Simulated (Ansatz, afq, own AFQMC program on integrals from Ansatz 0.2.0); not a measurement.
Integrals from Ansatz 0.2.0, then the random walk in our own AFQMC program (afq).

```yaml
crystal:
  periodic: [false, false, false]
  atoms:
    - {symbol: O, position_ang: [0.000000, -0.090177, 0.000000]}
    - {symbol: H, position_ang: [0.000000, 0.715708, 0.552835]}
    - {symbol: H, position_ang: [0.000000, 0.715708, -0.552835]}
basis:
  gaussian: {orbitals: aug-cc-pVDZ}
total_charge: -1
magnetization: {spin_polarized: true, initial_magnetization: 1}
correlation: {method: ccsd_t, electrons: outside_noble_gas, hamiltonian_folder: ham}
```

```sh
$ ansatz run in.yaml --threads 1 --pin off --events-out ev --progress --plain --max-ram 1382MiB
```

Options of the walk:

```
--method phaseless --trial hf --walkers 120 --populations 1 --least-time 40 --time-step 0.005 --steps-per-block 20 --equilibration-blocks 112 --max-blocks 600 --target-error 0.00108 --factor-cut 1e-05 --start spin_pure --seed 7428 --taylor-order 6
```

Times are imaginary, in 1/Eh. The walk had a cap of 1356 s.

```
orbitals 40  electrons 5 4  factors 312 of 385
reference energy -75.97040029 Eh
CCSD correlation -0.23916365 Eh in 10 cycles, weight of the determinant in the CISD state 0.9252
energy of the start -75.970407 Eh
 block  time / (1/Eh)  mean weight  energy / Eh
     1     0.100  1.0024  -76.044112
     2     0.200  0.9994  -76.081201
     3     0.300  1.0022  -76.114169
     4     0.400  1.0030  -76.126423
     5     0.500  1.0035  -76.141796
    10     1.000  0.9986  -76.169347
    86     8.600  1.0003  -76.250779
   171    17.100  1.0028  -76.253176
   188    18.800  1.0005  -76.262184
   256    25.600  0.9994  -76.201734
   341    34.100  0.9988  -76.216719
   426    42.600  0.9979  -76.201577
   511    51.100  1.0006  -76.217557
   596    59.600  0.9991  -76.162746
   681    68.100  0.9990  -76.181493
   698    69.800  0.9995  -76.226654
blocks merged  error / Eh  count
     1  0.000923  600
     2  0.001185  300
     4  0.001446  150
     8  0.001646  75
    16  0.001862  37
    32  0.001777  18
    64  0.002390  9
energy -76.218887 +/- 0.001862 Eh
(rows thinned)
```

Problem. Estimate how long the walk took on 1 thread of Arm Neoverse N1, with other jobs on the host.

Solution. 8.7 min of wall time.

The run passed its tests (sampling time, drift between the halves within three errors, error under three times the target), which doesn't prove that it has relaxed.

Against this walk (error 50.7 meV) on the same determinant: CCSD(T) 71.0 meV higher (within the noise), CCSDT(Q) 46.1 meV higher (within the noise), a separate phaseless walk with a CISD trial and standard settings 52.4 ± 52.6 meV higher (within the noise). The error is statistical and leaves out the bias of the constraint.

Cautions: constraint bias not in the error; error above the target (50.7 against 29.4 meV).

CCSDT and higher add their correlation energy to the determinant of the CCSD(T) run, since their own runs factorise the integrals more tightly (a shift of under 2 meV). A walk keeps the symmetry of its determinant, which the program's search chose and which needn't be the lowest solution, so a lower state of the same spin and another symmetry isn't excluded.
